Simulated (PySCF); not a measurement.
# How strong are the bonds of methylcyclopropane?

Parent: methylcyclopropane, `CC1CC1` (C4H8). Optimised structure (Å), atoms numbered from 1:
```
C     1.4648    0.1357    0.1160
C     0.1284   -0.1994   -0.4895
C    -0.9889   -0.7150    0.3691
C    -1.0688    0.6639   -0.2199
H     2.1006   -0.7596    0.2076
H     1.3446    0.5621    1.1247
H     2.0097    0.8740   -0.4941
H     0.1823   -0.6269   -1.4973
H    -1.6451   -1.4915   -0.0334
H    -0.8036   -0.8022    1.4442
H    -1.7800    0.8431   -1.0309
H    -0.9378    1.5165    0.4537
```

These are calculated values, M06-2X/def2-TZVP in PySCF (grid level 3) at geometries from PBE0-D3(BJ)/def2-SVP. Thermal corrections: PBE0-D3(BJ)/def2-SVP frequencies, unscaled, ideal gas at 298.15 K and 1 bar, quasi-RRHO entropy.

```tsv
bond	r / Å	radicals	BDE(298 K) / kJ/mol	BDFE / kJ/mol	D₀ / kJ/mol	Dₑ / kJ/mol
C1–H	1.102	[CH2]C1CC1 + H•	409	372	402	441
C1–C2	1.505	CH3• + [CH]1CC1	410	359	403	437
C2–H	1.096	C[C]1CC1 + H•	436	399	429	467
C3–H	1.093	C[C@H]1[CH]C1 + H•	448	412	442	479
```

Homolysis to relaxed radicals in the gas phase; the table need not hold every single bond outside rings.

Lowest value: C1–H (409 kJ/mol); strongest: C3–H (448 kJ/mol).

Known limits: the order of C1–H and C1–C2 is undecided: the gaps lie inside the method's error (some 10 kJ/mol, one structure a species).
